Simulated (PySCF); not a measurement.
Results of MP2 in PySCF (GTH pseudopotentials, Gaussian basis) for rock-salt SnTe (cubic form, which distorts at low temperature).

The same calculation (at the measured cell, 31.495 Å³/atom) with different numerical settings; throughout: k mesh 2×2×2:

| run | basis | correlation energy (eV/atom) | total energy (eV/atom) |
|---|---|---|---|
| 1 | DZ | -2.7365 | -156.7478 |
| 2 | TZ | -3.6437 | -157.7927 |
| 3 | QZ | -4.0685 | -158.2503 |

In the column total energy (eV/atom) the first row differs from the last by +1.5025 and the next to last by +0.4576.

The last row is no converged limit: other settings stay fixed.

Note: symmetry holds this phase in the static calculation, where it need not be a minimum.
